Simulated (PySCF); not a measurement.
Calculation: PBE-D3(BJ)/def2-TZVP // PBE0-D4/def2-TZVP in PySCF 2.14.0. All species are isolated molecules in the gas phase. One relaxed conformer stands for a flexible species; it need not be the lowest. 

Reference species (SMILES): `[CH2]C` (neutral, multiplicity 2).

```yaml
highest_occupied_spin_orbital: -4.54 eV
```

Changed species: `[O]CC=C` (C–C–C–O torsion 0°) (radical fragment; the reference has radical fragment).

Problem. What does the change do to the highest occupied spin orbital?

Solution. the highest occupied spin orbital decreases by 1.45 eV, to -5.99 eV.
